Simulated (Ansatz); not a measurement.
Cost and result for the atomization energy of AlBH₅N, SMILES `B[NH][AlH2]` (8 atoms, 7 bonds).

The species carries charge 0 and has multiplicity 1. All single points use the PBE0-D4/def2-TZVP geometry. Program: Ansatz. All runs use 2 threads of an Arm Neoverse V2 on a shared host. Times are those of one run each, without the atoms' runs, and a repeat can differ threefold. Electronic energies, without spin–orbit coupling; frozen cores. CCSD(T)/CBS adds CCSD(T) − MP2 in def2-TZVPP to the MP2 limit, and its time is that of the two runs behind it. T1 = 0.012. HSE06 is the plane-wave form, built on full-range PBE exchange.

CCSD(T)/CBS is a level of theory with its own doubt, some kJ/mol a heavy atom from the limit and from the frozen cores, so smaller differences don't rank the functionals.

```json
{"level": "CCSD(T)/def2-SVP", "functions": "71", "wall time": "0.75 s", "atomization (kJ/mol)": "2463.5", "difference from CCSD(T)/CBS": "-137.0", "per bond": "-19.6"}
{"level": "revPBE-D4/def2-TZVPP", "functions": "174", "wall time": "1.3 s", "atomization (kJ/mol)": "2559.3", "difference from CCSD(T)/CBS": "-41.2", "per bond": "-5.9"}
{"level": "PBE0-D4/def2-TZVPP", "functions": "174", "wall time": "1.6 s", "atomization (kJ/mol)": "2583.3", "difference from CCSD(T)/CBS": "-17.2", "per bond": "-2.5"}
{"level": "PBE-D4/def2-TZVPP (with forces)", "functions": "174", "wall time": "1.6 s", "atomization (kJ/mol)": "2610.0", "difference from CCSD(T)/CBS": "9.5", "per bond": "1.4"}
{"level": "BHLYP-D4/def2-TZVPP", "functions": "174", "wall time": "1.7 s", "atomization (kJ/mol)": "2573.5", "difference from CCSD(T)/CBS": "-27.0", "per bond": "-3.9"}
{"level": "HSE06-D4/def2-TZVPP", "functions": "174", "wall time": "1.8 s", "atomization (kJ/mol)": "2584.7", "difference from CCSD(T)/CBS": "-15.8", "per bond": "-2.3"}
{"level": "CAM-B3LYP-D4/def2-TZVPP", "functions": "174", "wall time": "1.9 s", "atomization (kJ/mol)": "2635.4", "difference from CCSD(T)/CBS": "34.9", "per bond": "5.0"}
{"level": "B2PLYP/def2-TZVPP", "functions": "174", "wall time": "2.6 s", "atomization (kJ/mol)": "2589.8", "difference from CCSD(T)/CBS": "-10.7", "per bond": "-1.5"}
{"level": "r2SCAN-D4/def2-TZVPP (with forces)", "functions": "174", "wall time": "2.9 s", "atomization (kJ/mol)": "2604.7", "difference from CCSD(T)/CBS": "4.2", "per bond": "0.6"}
{"level": "r2SCANh-D4/def2-TZVPP", "functions": "174", "wall time": "2.9 s", "atomization (kJ/mol)": "2592.9", "difference from CCSD(T)/CBS": "-7.6", "per bond": "-1.1"}
{"level": "MP2/def2-QZVPP", "functions": "334", "wall time": "8.5 s", "atomization (kJ/mol)": "2593.0", "difference from CCSD(T)/CBS": "-7.5", "per bond": "-1.1"}
{"level": "CCSD(T)/def2-TZVPP", "functions": "174", "wall time": "15 s", "atomization (kJ/mol)": "2535.3", "difference from CCSD(T)/CBS": "-65.2", "per bond": "-9.3"}
{"level": "CCSD(T)/CBS(def2)", "functions": "–", "wall time": "24 s", "atomization (kJ/mol)": "2600.5", "difference from CCSD(T)/CBS": "0.0", "per bond": "0.0"}
```

From r2SCAN to r2SCAN0 (25 % exact exchange), in def2-TZVPP and without D4, the atomization energy moves by −29.1 kJ/mol: exact exchange takes away binding that semilocal exchange gives to molecules. At CCSD(T), def2-SVP lies −137.0 kJ/mol from the extrapolated value and def2-TZVPP −65.2 kJ/mol: correlation converges slowly with the basis, and small sets miss more of it in the bonded molecule than in its fragments. Leaving LDA and LC-ωPBE aside and taking each functional with its dispersion term where it has one, the values, not all of them listed here, spread over 77.4 kJ/mol, from revPBE-D4 to B97M-V. LDA lies +293.8 kJ/mol from PBE without D4, its usual overbinding.
